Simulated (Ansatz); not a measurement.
Consider the interaction energy of a dimer with the counterpoise correction of CS (Ansatz 0.2.0 through its Python package).

`dimer.py`:
```python
"""Interaction energy of two CS molecules, with the counterpoise correction."""

import ansatz as az

FIRST = [
    ("C", (0.8992, 0.0, 0.0)),
    ("S", (-0.8992, 0.0, 0.0)),
]
SECOND = [
    ("C", (-1.8177, 2.3632, -2.4773)),
    ("S", (-0.4148, 2.8639, -1.4697)),
]

def energy(atoms, ghosts=()):
    molecule = az.Crystal.molecule()
    for symbol, xyz in atoms:
        molecule = molecule.atom(symbol, xyz)
    calc = (
        molecule.calculation()
        .basis(gaussian="cc-pVDZ")
        .correlation("mp2")
    )
    deck = calc.input()
    if ghosts:
        deck = deck.set(az.key.basis.gaussian.ghost_atoms, [{"symbol": s, "position_ang": list(xyz)} for s, xyz in ghosts])
    return az.Session.from_dict(deck).plan().execute().report["free_energy_ev"]


def main() -> None:
    # monomers in their own basis and in the basis of the dimer
    both = energy(FIRST + SECOND)
    alone = energy(FIRST) + energy(SECOND)
    ghosted = energy(FIRST, SECOND) + energy(SECOND, FIRST)
    print(f"dimer {both:.6f} eV")
    print(f"interaction, uncorrected   {23.060548 * (both - alone):8.3f} kcal/mol")
    print(f"interaction, counterpoise  {23.060548 * (both - ghosted):8.3f} kcal/mol")
    print(f"basis-set superposition    {23.060548 * (alone - ghosted):8.3f} kcal/mol")


if __name__ == "__main__":
    main()
```

How large is the interaction at this pose, and how much of it is basis-set superposition?

Uncorrected it is 2.335 kcal/mol, with the counterpoise correction 3.728 kcal/mol; the difference, 1.39 kcal/mol, is the superposition error. In this basis both values are repulsive.

The run itself:

Running `python dimer.py` prints:
```text
dimer -23702.978110 eV
interaction, uncorrected      2.335 kcal/mol
interaction, counterpoise     3.728 kcal/mol
basis-set superposition       1.392 kcal/mol
```

Caveats:
- Total energies depend on the basis set; only differences at equal settings carry meaning.
- The dimer is a generated trial pose of unrelaxed monomers, not a minimum, so the figure is no binding energy, and the basis set is small.
- It ran for 2.1 s on 1 thread of Arm Neoverse V2, with other jobs on the host, peak memory 0.19 GiB.
